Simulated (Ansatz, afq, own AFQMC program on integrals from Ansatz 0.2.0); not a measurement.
## C2, triplet → C2⁺, doublet

```xyz
2

C     0.0000    0.0000    0.0000
C     0.0000    0.0000    1.3014
```

E(doublet, charge +1) − E(triplet, charge +0) at this geometry, on UHF and ROHF determinants.

Basis 6-31G. Noble-gas cores (and the filled d shells of Ga–Kr and In–Xe) are frozen. Integrals, coupled cluster, full CI and functionals: Ansatz 0.2.0; the random walks run on the same integrals in our own AFQMC program. The CISD trial takes its coefficients from CCSD amplitudes. Released means that phaseless walkers are propagated on without the constraint, phases kept. ± is one standard error of the sampling. The errors of all members are added in quadrature.

Full CI is exact in this basis; where marked, its frozen core comes from its own orbitals, which moves totals by up to a few meV.

Errors are counted within 6-31G, not against nature.

Cautions: C₂ (triplet): lower spins were not checked, an unrestricted solution with more broken spin lies lower, CCSD(T) is in doubt: in a space of 8 electrons in 9 natural orbitals full CI lies 81 meV below it, the CCSDT(Q) amplitudes may be one of several solutions (largest double 0.16), the CCSDTQ amplitudes may be one of several solutions (largest double 0.17), the released energies are still falling, so no released level is given (meV from the phaseless value at times in 1/Eh: -17 ± 3 at 0.24, -31 ± 6 at 0.51, -44 ± 3 at 0.99, -57.0 ± 2.4 at 1.62, -207 ± 136 at 2.40), its ph-AFQMC/CISD value lies 80 ± 4 meV above full CI; C₂⁺ (doublet): a spin-contaminated unrestricted determinant lies lower (UHF 3.58 eV lower, ⟨S²⟩ 2.17), the search met a lower determinant of the same kind, perhaps of another symmetry (801 meV lower), and this one is a saddle point, strong correlation (T1 0.045, weight of the determinant 0.74, largest double 0.38), (T) is large, 8 % of the CCSD correlation, the CCSD(T) amplitudes may be one of several solutions (largest double 0.38), in a space of 7 electrons in 8 natural orbitals full CI finds another state of this spin 6 meV below the state of CCSD(T), the CCSDT(Q) amplitudes may be one of several solutions (largest double 0.44), in a space of 7 electrons in 8 natural orbitals full CI finds another state of this spin 5 meV below the state of CCSDT(Q), the CCSDTQ amplitudes may be one of several solutions (largest double 0.45), in a space of 7 electrons in 8 natural orbitals full CI finds another state of this spin 5 meV below the state of CCSDTQ, the released energies are still falling, so no released level is given (meV from the phaseless value at times in 1/Eh: -49 ± 4 at 0.24, -91 ± 7 at 0.51, -147 ± 4 at 0.99, -179 ± 5 at 1.62, -201 ± 5 at 2.40), the ph-AFQMC/CISD walk drifts between its halves (2.2 errors), full CI with its own frozen core, a state of higher spin lies lower, its ph-AFQMC/CISD value lies 278 ± 4 meV above full CI; this isn't the first ionization.

| level | vertical ionization energy (eV) |
| --- | --- |
| CCSD | 11.583 |
| MP2 | 11.822 |

(1) From these cheaper values, estimate the vertical ionization energy at the reference level in 6-31G.

(1) 11.331 eV (full CI in 6-31G).

| level | vertical ionization energy (eV) | error against FCI (eV) |
| --- | --- | --- |
| HF | 13.561 | 2.230 |
| CCSD(T) | 11.271 | -0.060 |
| CCSDT | 11.334 | 0.003 |
| CCSDT(Q) | 11.302 | -0.029 |
| CCSDTQ | 11.337 | 0.006 |
| ph-AFQMC/CISD | 11.529 ± 0.006 | 0.198 ± 0.006 |

Correlation beyond CCSD(T) adds 0.060 eV. The perturbative (T) step is worth −0.312 eV. Where the cautions show a poor determinant, the low rows tell how each method copes with it, not its usual error.

CCSDT and higher add their correlation energy to the determinant of the CCSD(T) run, since their own runs factorise the integrals more tightly (a shift of under 2 meV). A walk keeps the symmetry of its determinant, which the program's search chose and which needn't be the lowest solution, so a lower state of the same spin and another symmetry isn't excluded.
